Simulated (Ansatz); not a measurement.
`CCCOCF` and `C=COCCC` differ in one atom or group.

Ansatz, PBE0-D4/def2-TZVP geometries, multiplicity 1. Each molecule was computed in one conformer, which needn't be the lowest.

| property | `CCCOCF` |
| --- | --- |
| HOMO energy (ωB97M-V/def2-TZVPP) / eV | -10.69 |
| HOMO–LUMO gap (B3LYP/def2-TZVPP) / eV | 9.01 |
| HOMO–LUMO gap (PBE/def2-TZVPP) / eV | 7.22 |
| size of the dipole moment (B3LYP/def2-TZVPP) / D | 1.63 |
| HOMO energy (PBE0/def2-TZVPP) / eV | -8.29 |
| HOMO–LUMO gap (PBE0/def2-TZVPP) / eV | 9.58 |

(1) What does the change do to each property? (Best estimate.)

Results:

(1) The calculation gave: 
| property | `C=COCCC` | shift |
| --- | --- | --- |
| HOMO energy (ωB97M-V/def2-TZVPP) / eV | -8.93 | 1.76 |
| HOMO–LUMO gap (B3LYP/def2-TZVPP) / eV | 7.13 | -1.88 |
| HOMO–LUMO gap (PBE/def2-TZVPP) / eV | 5.38 | -1.84 |
| size of the dipole moment (B3LYP/def2-TZVPP) / D | 1.01 | -0.62 |
| HOMO energy (PBE0/def2-TZVPP) / eV | -6.66 | 1.63 |
| HOMO–LUMO gap (PBE0/def2-TZVPP) / eV | 7.62 | -1.96 |

With PBE0 the HOMO rises by 1.63 eV and the LUMO falls by 0.34 eV, so the gap narrows by about 1.97 eV. PBE moves the HOMO by 1.27 eV and ωB97M-V by 1.76 eV. Dipoles are sizes alone; their direction can turn.

B3LYP here is the variant with VWN-RPA as its local correlation; programs differ in this.
